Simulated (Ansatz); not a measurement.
# BOF (SMILES O=BF): a first try and a second

Aim: the energy of BOF at PBEsolx+nonec(a = 0.6)/jun-cc-pV(T+d)Z (density fitting with def2-universal-jkfit, exact exchange 0.6).

Program for the calculation: Ansatz 0.2.0.

11 further runs of the same task are left out: 1 that didn't finish, 10 set aside as unsound or not needed.

## 1. The molecule

BOF: 3 atoms, total charge 0, spin state singlet. As SMILES, `O=BF`. Geometry: relaxed at PBE0-D4/def2-TZVP.

Bond lengths: O1–B2 1.206 Å, B2–F3 1.282 Å. Angles: O1–B2–F3 180.0°.

## 2. Try one

The input, input.yaml:

```yaml
crystal:
  periodic: [false, false, false]
  atoms:
    - {symbol: O, position_ang: [0.983100, -0.565100, 0.479900]}
    - {symbol: B, position_ang: [0.020300, -0.011600, 0.009900]}
    - {symbol: F, position_ang: [-1.003400, 0.576800, -0.489800]}
basis:
  gaussian:
    orbitals: jun-cc-pV_T+d_Z.json
    fitting: {mean_field: def2-universal-jkfit}
hamiltonian:
  xc:
    text: |
      parameter a = 0.6
      exchange = (1 - a)*pbesol_x + a*exact_x
      correlation = 0
  pseudopotentials: {relativity: dkh2}
scf:
  omitted_lower_state_checks: [increment, stability]
```

Command:

```sh
ansatz run input.yaml --threads 1 --pin off --max-ram 2610MiB --events-out events.jsonl --progress --plain --runs-dir runs
```

Standard output:

```text
Error: YAML parse error: error: line 17 column 34: unknown variant `dkh2`, expected one of scalar, none
  --> <input>:17:34
   |
15 |       exchange = (1 - a)*pbesol_x + a*exact_x
16 |       correlation = 0
17 |   pseudopotentials: {relativity: dkh2}
   |                                  ^ unknown variant `dkh2`, expected one of scalar, none
18 | scf:
19 |   omitted_lower_state_checks: [increment, stability]
   |
```

Wall time 0.02 s (1 thread of Arm Neoverse V2, shared host).

## 3. Reading the log

The program refused the input.

The log says `|                                  ^ unknown variant 'dkh2', expected one of scalar, none`. Cause: the input holds a word that the program doesn't know. To mend it: relativity none in place of dkh2.

## 4. Try two

Edit input.yaml of step 2 so:

```diff
@@ -16,3 +16,3 @@
       correlation = 0
-  pseudopotentials: {relativity: dkh2}
+  pseudopotentials: {relativity: none}
 scf:
```

The basis set jun-cc-pV(T+d)Z is read from a file made from the Basis Set Exchange's data (not shown).

Command:

```sh
ansatz run input.yaml --threads 1 --pin off --max-ram 2610MiB --events-out events.jsonl --progress --plain --runs-dir runs
```

Standard output:

```text
Warning: RAYON_NUM_THREADS=1 ignored (pool sized by the plan → 1); use --threads N
Functional definition: unnamed
  parameter a = 0.6
  exchange = (1 - a)*pbesol_x + a*exact_x
  correlation = 0
these checks for a lower state are left out or cut short: stability, increment
229 factors; integrals over basis functions are off by at most 8.9e-1 eV
mean field evaluation 1: about -5406.0311 eV, gradient 5.1e1 eV
mean field evaluation 2: about -5401.7774 eV, gradient 7.1e1 eV
mean field evaluation 4: about -5410.4323 eV, gradient 2.7e0 eV
mean field evaluation 8: about -5410.4431 eV, gradient 1.9e-2 eV
mean field evaluation 16: about -5410.4431 eV, gradient 1.7e-6 eV
mean field -5410.44306430 eV, -198.8301152829 hartree, gradient 1.7e-6 eV, S^2 0.000000; 0 other end points of the search recorded, 0 dependent functions left out
reference -5410.44308060 eV, -198.8301158819 hartree; 11, 11 occupied and 106, 106 virtual orbitals, 229 factors
Total energy: -5410.44308060 eV, -198.8301158819 hartree
Checks for a lower state left out: stability, increment
```

Run time: 0.62 s. Hardware: 1 thread of Arm Neoverse V2, shared host.

## 5. Summary of results

Level: PBEsolx+nonec(a = 0.6)/jun-cc-pV(T+d)Z (density fitting with def2-universal-jkfit, exact exchange 0.6).

| quantity | value |
| --- | --- |
| total energy | -198.83012 Eh |
